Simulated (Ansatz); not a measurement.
A run of Ansatz (development build ahead of 0.2.0) on triplet B2 at this shape:

```
atom   x (Å)   y (Å)    z (Å)
   B  0.0000  0.0000  -0.9063
   B  0.0000  0.0000   0.9063
```

Its results:

```yaml
Converged: yes
Reference_energy: -49.08529 hartree
Correlation_energy: -0.19804 hartree
Total_energy: -49.28333 hartree
```

Task: Which input gives this output? Name the method, the orbitals and the basis set, and write the input.

Result: UHF-CCSD(T) in cc-pVTZ.

```yaml
crystal:
  periodic: [false, false, false]
  atoms:
    - { symbol: B, position_ang: [0.0, 0.0, -0.9063] }
    - { symbol: B, position_ang: [0.0, 0.0, 0.9063] }
basis:
  gaussian: { orbitals: cc-pVTZ }
magnetization:
  spin_polarized: true
  initial_magnetization: 2
hamiltonian:
  xc: hf
correlation:
  method: ccsd_t
  frozen_orbitals: { B: 1 }
```
